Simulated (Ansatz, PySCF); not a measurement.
Potential energy curve for LiH, singlet.

Levels: FCI = full CI/aug-cc-pVQZ, frozen core (Ansatz, a first-principles code); RMP2/3-21G = restricted MP2 (frozen core)/3-21G (PySCF); RMP2 = MP2 on RHF/aug-cc-pVQZ, frozen core run with Ansatz.

Total energies in hartree (comparable only within one method and basis):

```json
[
 {"R / Å": "1.22", "FCI": "-7.99556", "RMP2/3-21G": "-7.90766", "RMP2": "-7.98811"},
 {"R / Å": "1.26", "FCI": "-8.00240", "RMP2/3-21G": "-7.91530", "RMP2": "-7.99498"},
 {"R / Å": "1.35", "FCI": "-8.01357", "RMP2/3-21G": "-7.92817", "RMP2": "-8.00618"},
 {"R / Å": "1.45", "FCI": "-8.02067", "RMP2/3-21G": "-7.93694", "RMP2": "-8.01326"},
 {"R / Å": "1.51", "FCI": "-8.02291", "RMP2/3-21G": "-7.94006", "RMP2": "-8.01547"},
 {"R / Å": "1.53", "FCI": "-8.02339", "RMP2/3-21G": "-7.94080", "RMP2": "-8.01593"},
 {"R / Å": "1.60", "FCI": "-8.02416", "RMP2/3-21G": "-7.94241", "RMP2": "-8.01661"},
 {"R / Å": "1.67", "FCI": "-8.02376", "RMP2/3-21G": "-7.94270", "RMP2": "-8.01611"},
 {"R / Å": "1.69", "FCI": "-8.02347", "RMP2/3-21G": "-7.94258", "RMP2": "-8.01579"},
 {"R / Å": "1.73", "FCI": "-8.02269", "RMP2/3-21G": "-7.94210", "RMP2": "-8.01493"},
 {"R / Å": "1.86", "FCI": "-8.01868", "RMP2/3-21G": "-7.93879", "RMP2": "-8.01062"},
 {"R / Å": "1.99", "FCI": "-8.01314", "RMP2/3-21G": "-7.93354", "RMP2": "-8.00470"},
 {"R / Å": "2.13", "FCI": "-8.00624", "RMP2/3-21G": "-7.92657", "RMP2": "-7.99729"},
 {"R / Å": "2.44", "FCI": "-7.98993", "RMP2/3-21G": "-7.90904", "RMP2": "-7.97952"},
 {"R / Å": "2.61", "FCI": "-7.98126", "RMP2/3-21G": "-7.89919", "RMP2": "-7.96984"},
 {"R / Å": "2.91", "FCI": "-7.96737", "RMP2/3-21G": "-7.88254", "RMP2": "-7.95379"},
 {"R / Å": "3.21", "FCI": "-7.95589", "RMP2/3-21G": "-7.86749", "RMP2": "-7.93948"},
 {"R / Å": "3.53", "FCI": "-7.94667", "RMP2/3-21G": "-7.85361", "RMP2": "-7.92630"},
 {"R / Å": "3.94", "FCI": "-7.93927", "RMP2/3-21G": "-7.83938", "RMP2": "-7.91248"},
 {"R / Å": "4.32", "FCI": "-7.93577", "RMP2/3-21G": "-7.82996", "RMP2": "-7.90254"},
 {"R / Å": "4.79", "FCI": "-7.93386", "RMP2/3-21G": "-7.82359", "RMP2": "-7.89367"},
 {"R / Å": "5.50", "FCI": "-7.93294", "RMP2/3-21G": "-7.82511", "RMP2": "-7.88643"},
 {"R / Å": "6.39", "FCI": "-7.93270", "RMP2/3-21G": "-7.84220", "RMP2": "-7.88545"}
]
```

The restricted form behind RMP2/3-21G, RMP2 keeps the bonding electrons paired and can't separate into open-shell fragments. The T1 diagnostic of CCSD on the restricted reference of RMP2 exceeds 0.045 at 2.61 to 6.39 Å.
